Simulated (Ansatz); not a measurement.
Born–Oppenheimer molecular dynamics of C2H7N + H2S (13 atoms, charge 0, multiplicity 1). It starts from a relaxed structure.

Theory: Ansatz, RKS PBE/STO-3G.

```yaml
ensemble: NVT, Nosé–Hoover chain
time_step: 0.5 fs
steps_asked: 250
set_temperature: 700 K
thermostat: time constant 3 fs, chain length 1
seed: 68811
```

First frame:

```xyz
13
Properties=species:S:1:pos:R:3
S 0.315 0.637 -2.956
H 0.006 -0.636 -3.340
H 0.033 0.327 -1.619
C -0.450 1.132 0.963
N -0.354 -0.100 0.077
C 0.604 -1.101 0.703
H -1.215 1.810 0.535
H 0.531 1.647 0.953
H -0.720 0.898 2.019
H -1.317 -0.561 0.135
H 1.625 -0.668 0.682
H 0.594 -2.025 0.090
H 0.349 -1.360 1.757
```

(1) How far do the bonds stretch over the last three quarters of this one trajectory? (Pairs bonded in most of those frames.)

Results:

(1) 
```json
{"bond": "S1–H2", "mean (Å)": "1.375", "spread (Å)": "0.047", "shortest": "1.30", "longest": "1.45"}
{"bond": "S1–H3", "mean (Å)": "1.394", "spread (Å)": "0.060", "shortest": "1.29", "longest": "1.50"}
{"bond": "C4–N5", "mean (Å)": "1.550", "spread (Å)": "0.056", "shortest": "1.45", "longest": "1.67"}
{"bond": "C4–H7", "mean (Å)": "1.117", "spread (Å)": "0.019", "shortest": "1.07", "longest": "1.16"}
{"bond": "C4–H8", "mean (Å)": "1.117", "spread (Å)": "0.015", "shortest": "1.08", "longest": "1.15"}
{"bond": "C4–H9", "mean (Å)": "1.115", "spread (Å)": "0.009", "shortest": "1.09", "longest": "1.13"}
{"bond": "N5–C6", "mean (Å)": "1.547", "spread (Å)": "0.059", "shortest": "1.42", "longest": "1.65"}
{"bond": "N5–H10", "mean (Å)": "1.075", "spread (Å)": "0.025", "shortest": "1.02", "longest": "1.12"}
{"bond": "C6–H11", "mean (Å)": "1.116", "spread (Å)": "0.026", "shortest": "1.07", "longest": "1.17"}
{"bond": "C6–H12", "mean (Å)": "1.114", "spread (Å)": "0.039", "shortest": "1.05", "longest": "1.20"}
{"bond": "C6–H13", "mean (Å)": "1.117", "spread (Å)": "0.009", "shortest": "1.09", "longest": "1.14"}
```

Mean temperature of the second half: 695 K. The conserved energy stayed within 0.66 meV per atom of its start (net change 0.41 meV per atom), so the integration is sound. A run of 0.12 ps of so small a system gives no equilibrium averages. Limits of this set-up: minimal basis.

The run took 4.6 min on 1 thread of Intel(R) Xeon(R) Platinum 8488C (Sapphire Rapids), on a shared host, peak memory 0.1 GiB.
